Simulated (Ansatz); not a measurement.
Mulliken charges of C₃H₅ClS, SMILES `C=C(Cl)SC` from B3LYP/def2-TZVPP in Ansatz (PBE0-D4/def2-TZVP geometry).

```
atom   x (Å)   y (Å)   z (Å)  charge (e)
  C1   1.127  -0.634   1.638      -0.229
  C2   0.563  -0.628   0.436       0.054
 Cl3   1.495  -1.061  -0.966      -0.104
  S4  -1.142  -0.332   0.206      -0.033
  C5  -1.145   0.803  -1.189      -0.287
  H6   2.149  -0.962   1.779       0.120
  H7   0.553  -0.322   2.501       0.114
  H8  -0.647   1.739  -0.936       0.122
  H9  -2.195   1.000  -1.408       0.119
 H10  -0.677   0.347  -2.060       0.123
```

Task: By hand: the dipole of these point charges (1 e Å = 4.8032 D).

Result: Σ q r = (-0.119, 0.224, 0.047) e Å, of length 0.258 e Å = 1.24 D.

Task: How does the dipole of the full density compare? (Best estimate.)

Result: The calculation gave: (-0.053, 0.233, -0.002) e Å, 1.15 D; the point charges give 1.08 times that, at 19° from its direction.

Point charges leave out the atoms' own dipoles, such as those of lone pairs, and Mulliken's split depends on the basis, so the two needn't agree.

B3LYP here is the variant with VWN-RPA as its local correlation; programs differ in this.
